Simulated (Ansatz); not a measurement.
TaS₃ (P2₁/m, No. 11) was calculated with r²SCAN (PAW; Ansatz, a first-principles code).

Input:

Ansatz 0.2 input:
```yaml
crystal:
  lattice:
    - [9.515, 0.0, 0.0]
    - [0.0, 3.3412, 0.0]
    - [-4.417241, 0.0, 14.013586]
  atoms:
    - { symbol: S, position: [0.961, 0.75, 0.4057] }
    - { symbol: S, position: [0.039, 0.25, 0.5943] }
    - { symbol: Ta, position: [0.52244, 0.75, 0.88091] }
    - { symbol: Ta, position: [0.47756, 0.25, 0.11909] }
    - { symbol: S, position: [0.902, 0.75, 0.7235] }
    - { symbol: S, position: [0.098, 0.25, 0.2765] }
    - { symbol: S, position: [0.3271, 0.75, 0.5691] }
    - { symbol: S, position: [0.6729, 0.25, 0.4309] }
    - { symbol: Ta, position: [0.89687, 0.75, 0.20189] }
    - { symbol: Ta, position: [0.10313, 0.25, 0.79811] }
    - { symbol: S, position: [0.2722, 0.75, 0.1029] }
    - { symbol: S, position: [0.7278, 0.25, 0.8971] }
    - { symbol: S, position: [0.6283, 0.75, 0.0634] }
    - { symbol: S, position: [0.3717, 0.25, 0.9366] }
    - { symbol: S, position: [0.4367, 0.75, 0.236] }
    - { symbol: S, position: [0.5633, 0.25, 0.764] }
    - { symbol: S, position: [0.2697, 0.75, 0.7535] }
    - { symbol: S, position: [0.7303, 0.25, 0.2465] }
    - { symbol: S, position: [0.3419, 0.75, 0.4315] }
    - { symbol: S, position: [0.6581, 0.25, 0.5685] }
    - { symbol: S, position: [0.0819, 0.75, 0.9163] }
    - { symbol: S, position: [0.9181, 0.25, 0.0837] }
    - { symbol: Ta, position: [0.83825, 0.75, 0.54089] }
    - { symbol: Ta, position: [0.16175, 0.25, 0.45911] }
basis:
  ecutwfc: 560
  ecutrho_ratio: 4
  xc_grid: 3
kpoints:
  mp_grid: { grid: [6, 16, 4] }
hamiltonian:
  xc: r2scan
  dispersion: none
  pseudopotentials: { kind: paw }
scf:
  occupations: { method: fermi_dirac, width: 0.05 }
  convergence: { dr2_threshold: 0.0000000024 }
output:
  forces: true
  stress: true
  eigenvalues: true
```

How many irreducible k-points, plane waves at Γ does the program set up, and what pressure does the run end with?

126 irreducible k-points, 13475 plane waves at Γ; P = 1.52 GPa, so the cell is compressed on average and its volume would grow at this level.

From the output:

```
Crystal: 24 atoms, lattice volume = 445.513 Å³
Basis set: ecut = 560 eV, 13475 PW (Γ), exchange–correlation on 225×81×360 points (27 copies of the dense FFT grid, shifted against one another)
Bands: 117, of which v1, the nominal top of the filled ones, is band 93 counted from 1 (92 counted from 0)
Symmetry: 4 space group operations
Space group: P21/m (ITA 11), of the structure as read, at distance tolerance 7.6e-5 Å
k-points: 126 of 384
Functional: x = r2scan, c = r2scan; τ floored in thin density (d = 2e-4 eV/Å³)
SCF iter   1: F=—  HF=-75992.649922 eV  |F-HF|=—  |Δ(HF+E_count)|=         —  Δρ=8.66e-3  dr2=3.62e-1  dr2_τ=3.46e-1
SCF iter   2: F=—  HF=-75993.063666 eV  |F-HF|=—  |Δ(HF+E_count)|=   4.14e-1  Δρ=5.27e-3  dr2=1.32e-1  dr2_τ=6.03e-3
  ...
SCF iter  12: F=—  HF=-75993.073976 eV  |F-HF|=—  |Δ(HF+E_count)|=   2.14e-9  Δρ=5.13e-7  dr2=4.03e-9  dr2_τ=1.97e-10
SCF iter  13: F=-75993.073976 eV  HF=-75993.073976 eV  |F-HF|=3.06e-10  |Δ(HF+E_count)|=  1.31e-10  Δρ=1.83e-7  dr2=5.21e-10  dr2_τ=1.85e-11
SCF 1 converged in 13 iterations: F = -75993.073976 eV  dr2 = 5.21e-10
SCF converged after 13 iterations
Free energy (F): -75993.073976 eV
  ...
--- Forces (eV/Å), atoms counted from 1 ---
  atom   1  S      0.05347228    -0.00000000     0.05413131
  atom   2  S     -0.05347228     0.00000000    -0.05413131
  atom   3  Ta     0.10528987     0.00000000    -0.03636181
  atom   4  Ta    -0.10528987    -0.00000000     0.03636181
  atom   5  S      0.08592090    -0.00000000     0.05769741
  atom   6  S     -0.08592090     0.00000000    -0.05769741
  atom   7  S     -0.09041479    -0.00000000     0.03848389
  atom   8  S      0.09041479     0.00000000    -0.03848389
  atom   9  Ta     0.00199352    -0.00000000     0.01714570
  atom  10  Ta    -0.00199352     0.00000000    -0.01714570
  atom  11  S      0.13732481     0.00000000    -0.04772650
  atom  12  S     -0.13732481    -0.00000000     0.04772650
  atom  13  S     -0.10607675    -0.00000000     0.07117626
  atom  14  S      0.10607675     0.00000000    -0.07117626
  atom  15  S     -0.00585611     0.00000000    -0.09969405
  atom  16  S      0.00585611    -0.00000000     0.09969405
  atom  17  S     -0.10842182    -0.00000000     0.03615297
  atom  18  S      0.10842182     0.00000000    -0.03615297
  atom  19  S     -0.05164731     0.00000000    -0.02324368
  atom  20  S      0.05164731    -0.00000000     0.02324368
  atom  21  S      0.01660645     0.00000000    -0.00442372
  atom  22  S     -0.01660645    -0.00000000     0.00442372
  atom  23  Ta    -0.07535006    -0.00000000     0.01500624
  atom  24  Ta     0.07535006     0.00000000    -0.01500624
--- Stress (GPa, compression-positive) ---
        1.318674      -0.000000       0.102701
       -0.000000       1.644270      -0.000000
        0.102702      -0.000000       1.595984
  P = ⅓ Tr σ = 1.5196 GPa (15.196 kbar)
```

The PAW data were made under PBE.

Note: the gap of the solid is closed in this run. Note: this level leaves the solid without a gap, although one is measured. Note: cell and atoms aren't relaxed at this level (largest force component 0.14 eV/Å, pressure 1.5 GPa).

It cost around 13 core-minutes (rough) of CPU time.
